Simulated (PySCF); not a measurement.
**Mg: ionisation energy**

Mg [Ne] 3s2 (1S) → Mg⁺ [Ne] 3s1 (2S), as a difference of total energies. Computed with PySCF 2.14 in aug-cc-pVQZ-DK, with scalar relativity by spin-free X2C-1e. Correlated levels: valence: [Ne] frozen. The calculations carry no spin-orbit coupling.

| method | ionisation energy (eV) |
| --- | --- |
| UHF | 6.615 |
| LDA | 7.733 |
| PBE | 7.625 |
| PBE0 | 7.553 |
| r2SCAN | 7.381 |
| BHandHLYP | 7.562 |
| M06 | 7.572 |
| M06-L | 7.543 |
| SCS-MP2 (valence) | 7.414 |

Estimate what MP2 (valence) gives.

7.281 eV, closest to r2SCAN among the rows shown.

Estimate what CAM-B3LYP gives.

7.716 eV, closest to LDA among the rows shown.

Errors of the correlated levels include the incompleteness of this basis and the frozen core.

MP2 underrates the near-degeneracy of ns² with np² in the lower species.

For comparison: 7.646 eV (measured; NIST Atomic Spectra Database, ionization energies).
